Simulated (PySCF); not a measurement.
This PySCF input (HF/def2-TZVPPD) gives -207.44142 Eh with 219 basis functions.

```python
import numpy as np, basis_set_exchange as bse
from pyscf import gto, scf, dft, df

basis = {'C': gto.basis.parse(bse.get_basis('def2-TZVPPD', elements=['C'], fmt='nwchem')), 'H': gto.basis.parse(bse.get_basis('def2-TZVPPD', elements=['H'], fmt='nwchem')), 'N': gto.basis.parse(bse.get_basis('def2-TZVPPD', elements=['N'], fmt='nwchem')), 'O': gto.basis.parse(bse.get_basis('def2-TZVPPD', elements=['O'], fmt='nwchem'))}
mol = gto.M(
    atom='''
    O     0.32344914    1.28933772    0.33469062
    C    -0.06628347    0.13205167    0.02906921
    N     0.99352240   -0.76892505   -0.43544358
    C    -1.34549177   -0.39777089    0.05614525
    H     0.80714627   -1.72470693   -0.15261941
    H    -1.55170757   -1.39883087   -0.30543238
    H    -2.18037315    0.23739520    0.32008866
    H     1.85333598   -0.45176843   -0.00274350
    ''',
    basis=basis,
    charge=-1,
    verbose=4,
    max_memory=8640,
)
mf = scf.RHF(mol)
mf = mf.density_fit(auxbasis=df.autoaux(mol))
mf.conv_tol = 1e-9
mf.max_cycle = 100
print('smallest overlap eigenvalue', np.linalg.eigvalsh(mol.intor('int1e_ovlp'))[0])
mf.kernel()
dip = mf.dip_moment()
```

Change:
```diff
- basis = {'C': gto.basis.parse(bse.get_basis('def2-TZVPPD', elements=['C'], fmt='nwchem')), 'H': gto.basis.parse(bse.get_basis('def2-TZVPPD', elements=['H'], fmt='nwchem')), 'N': gto.basis.parse(bse.get_basis('def2-TZVPPD', elements=['N'], fmt='nwchem')), 'O': gto.basis.parse(bse.get_basis('def2-TZVPPD', elements=['O'], fmt='nwchem'))}
+ basis = {'C': gto.basis.parse(bse.get_basis('cc-pVTZ', elements=['C'], fmt='nwchem')), 'H': gto.basis.parse(bse.get_basis('cc-pVTZ', elements=['H'], fmt='nwchem')), 'N': gto.basis.parse(bse.get_basis('cc-pVTZ', elements=['N'], fmt='nwchem')), 'O': gto.basis.parse(bse.get_basis('cc-pVTZ', elements=['O'], fmt='nwchem'))}
```

**Question.** What does the run give now?

**Answer.** -207.42522 Eh (HF/cc-pVTZ, 176 functions), a change of +16.20 mEh.
